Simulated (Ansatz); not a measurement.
Two shapes of doublet HF₂.

Shape 1:

```xyz
3

F     0.0196    0.0433    0.0145
H     2.6589   -0.4053    0.6075
F     2.8454    0.2942    0.0533
```

Shape 2:

```xyz
3

F     0.0155    0.0304    0.0087
H     2.3761   -0.3120    0.5126
F     2.8645    0.3021    0.0641
```

Basis set: def2-SVP (spherical functions). Left uncorrelated: 2 orbitals. Charge 0, multiplicity 2.

Computed with Ansatz (development build ahead of 0.2.0); each method stands on the lowest determinant of its kind that the runs found.

Task: Which shape is lower in energy, and by how much in each method?

Result:

| method | E(2) − E(1) (eV) |
| --- | --- |
| UHF | -0.012 |
| UHF-MP2 | -0.006 |
| PBE0 (unrestricted) | -0.009 |

Shape 2 is lower. Caution for PBE0 (unrestricted): charge can spread falsely over distant fragments.
